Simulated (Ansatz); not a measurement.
A calculation with Ansatz (development build ahead of 0.2.0).

```yaml
crystal:
  periodic: [false, false, false]
  atoms:
    - { symbol: S, position_ang: [0.0, 0.0, 0.0] }
    - { symbol: H, position_ang: [2.17381, 0.0, 1.25505] }
    - { symbol: H, position_ang: [-2.17381, 0.0, 1.25505] }
basis:
  gaussian: { orbitals: "6-31G" }
total_charge: 1
magnetization:
  initial_magnetization: 1
hamiltonian:
  xc: hf
correlation:
  method: fci
  frozen_orbitals: { H: 0, S: 5 }
```

The input is written out in the form of the current development build from the run's settings.

The run gave:

| Item | Value |
| --- | --- |
| Converged | yes |
| Total energy | -398.17735 hartree |
| State | lowest doublet root, of any spatial symmetry |
